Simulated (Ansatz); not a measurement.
# How methods differ on SiHClO (SMILES O[Si]Cl)

SiHClO: 4 atoms, total charge 0, spin state singlet. As SMILES, `O[Si]Cl`. The shape is that of a PBE0-D4/def2-TZVP optimisation.

```xyz
4

O    -0.9118    0.4502   -0.3087
Si   -0.4342   -0.7897    0.6470
Cl    1.6623   -0.7010    0.4214
H    -0.2608    0.9804   -0.7800
```

Quantity: the energy change with the O1–Si2 bond stretched from 1.637 to 2.046 Å, in eV. The values are calculated.

```json
{"level": "HF/STO-3G (restricted)", "kind": "Hartree–Fock", "program": "Ansatz", "value (eV)": "2.12", "less FCI/STO-3G": "+0.56"}
{"level": "SVWN5/STO-3G (restricted)", "kind": "LDA", "program": "Ansatz", "value (eV)": "1.50", "less FCI/STO-3G": "-0.06"}
{"level": "BLYP/STO-3G (restricted)", "kind": "GGA", "program": "Ansatz", "value (eV)": "1.21", "less FCI/STO-3G": "-0.35"}
{"level": "revPBE/STO-3G (restricted)", "kind": "GGA", "program": "Ansatz", "value (eV)": "1.20", "less FCI/STO-3G": "-0.36"}
{"level": "PBE0/STO-3G (restricted)", "kind": "global hybrid", "program": "Ansatz", "value (eV)": "1.63", "less FCI/STO-3G": "+0.07"}
{"level": "CAM-B3LYP/STO-3G (restricted)", "kind": "range-separated hybrid", "program": "Ansatz", "value (eV)": "1.76", "less FCI/STO-3G": "+0.20"}
{"level": "RPA@PBE/STO-3G (restricted)", "kind": "RPA", "program": "Ansatz", "value (eV)": "1.33", "less FCI/STO-3G": "-0.23"}
{"level": "MP2/STO-3G (restricted)", "kind": "perturbation theory", "program": "Ansatz", "value (eV)": "1.90", "less FCI/STO-3G": "+0.34"}
{"level": "CCSD/STO-3G (restricted)", "kind": "coupled cluster or CI", "program": "Ansatz", "value (eV)": "1.69", "less FCI/STO-3G": "+0.13"}
{"level": "FCI/STO-3G", "kind": "exact in the basis", "program": "Ansatz", "value (eV)": "1.56", "less FCI/STO-3G": "0.00"}
```

FCI/STO-3G is exact within its basis and frozen core, so for wave-function methods in that basis the difference is their error; functionals converge differently with the basis, so for them it is only a difference. The first shape isn't each level's own minimum. The values span 1.20 to 2.12 eV. All rows use very small basis sets, so even the best lies far from the true value.
